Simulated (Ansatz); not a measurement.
Input file for Ansatz (an electronic-structure program): R-PBE0/def2-TZVPPD on C5H10 (SMILES C1CCCC1) with ghost functions. Files ending in .json are basis or fitting sets from the Basis Set Exchange.

Ansatz 0.2 input:
```yaml
crystal:
  periodic: [false, false, false]
  atoms:
    - {symbol: C, position_ang: [0.80512049, -1.00904586, -2.45715716]}
    - {symbol: H, position_ang: [0.85876249, -1.10904486, -3.54290816]}
    - {symbol: H, position_ang: [1.49660849, -1.73116286, -2.02517416]}
    - {symbol: C, position_ang: [1.12209349, 0.43795914, -2.04523216]}
    - {symbol: H, position_ang: [1.84334849, 0.90315114, -2.71444116]}
    - {symbol: H, position_ang: [1.56077649, 0.45283114, -1.04781016]}
    - {symbol: C, position_ang: [-0.23935251, 1.17869614, -2.04191716]}
    - {symbol: H, position_ang: [-0.25287151, 2.01386914, -2.73957116]}
    - {symbol: H, position_ang: [-0.44359751, 1.59000214, -1.05391016]}
    - {symbol: C, position_ang: [-1.29350751, 0.11681814, -2.40558516]}
    - {symbol: H, position_ang: [-1.46835451, 0.11824914, -3.48289916]}
    - {symbol: H, position_ang: [-2.25152751, 0.29104714, -1.91773616]}
    - {symbol: C, position_ang: [-0.64167351, -1.20706186, -2.00858716]}
    - {symbol: H, position_ang: [-1.11923251, -2.07462086, -2.46190116]}
    - {symbol: H, position_ang: [-0.68081251, -1.33227686, -0.92467416]}
basis:
  gaussian:
    orbitals: def2-TZVPPD.json
    ghost_atoms:
      - {symbol: C, position_ang: [0.04741249, 0.09233514, 2.12912284]}
      - {symbol: C, position_ang: [-0.04893151, -0.05975086, 3.64476384]}
      - {symbol: H, position_ang: [0.94361449, -0.07521686, 4.09712084]}
      - {symbol: H, position_ang: [-0.60785651, 0.76813414, 4.08319884]}
      - {symbol: H, position_ang: [-0.55609651, -0.98841686, 3.91011284]}
      - {symbol: C, position_ang: [0.76146549, 1.39924014, 1.79349884]}
      - {symbol: H, position_ang: [0.84298549, 1.53273914, 0.71381684]}
      - {symbol: H, position_ang: [0.21799349, 2.25392914, 2.19899984]}
      - {symbol: H, position_ang: [1.76907049, 1.40989114, 2.21173184]}
      - {symbol: C, position_ang: [-1.35759951, 0.11216014, 1.53180384]}
      - {symbol: H, position_ang: [-1.32066751, 0.22935014, 0.44795484]}
      - {symbol: H, position_ang: [-1.93989851, 0.93958314, 1.94014984]}
      - {symbol: H, position_ang: [-1.88750251, -0.81562686, 1.75313284]}
      - {symbol: C, position_ang: [0.83531249, -1.08114986, 1.55178484]}
      - {symbol: H, position_ang: [0.34009249, -2.02813986, 1.77202784]}
      - {symbol: H, position_ang: [0.93015549, -0.99396686, 0.46864984]}
      - {symbol: H, position_ang: [1.84003049, -1.11855386, 1.97553384]}
hamiltonian:
  xc: {name: PBE0}
scf: {lower_state_search: off}
```

The head of its log:

```
WARN ansatz: RAYON_NUM_THREADS=4 ignored (pool sized by the plan → 4); use --threads N
Functional definition: PBE0
these checks for a lower state are left out or cut short: stability, starts, cluster_reference, orbital_swaps, neighbouring_geometries, increment
integrals: 2.24 GiB planned
2864 factors; their error is unknown
mean field: 6.97 GiB planned
mean field evaluation 1: about -5332.1757 eV, gradient 7.0e1 eV
mean field evaluation 2: about -5320.9008 eV, gradient 9.7e1 eV
```

Task: What total energy does the run end on?

Result: -196.3835 hartree.
